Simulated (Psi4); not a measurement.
Process, species as SMILES: C=O (CH2-O) → [CH-]=O + H+
B3LYP-D3(BJ)/def2-TZVP geometries, fixed; electronic energies without zero-point terms.

Effect of the treatment of two-electron integrals at MP2/cc-pVTZ with Psi4, against the last row, where the deprotonation energy is 414.49 kcal/mol. Cores are frozen.

| setting | largest shift of a total energy (mEh) | shift of the deprotonation energy (kcal/mol) |
|---|---|---|
| scf_type: df | 0.147 | -0.002 |
| scf_type: cd | 0.031 | -0.001 |
| scf_type: pk | 0.000 | 0.000 |

Within 0.02 kcal/mol in the deprotonation energy: scf_type: df; scf_type: cd. The largest shift is 0.147 mEh in a total energy and 0.002 kcal/mol in the difference.
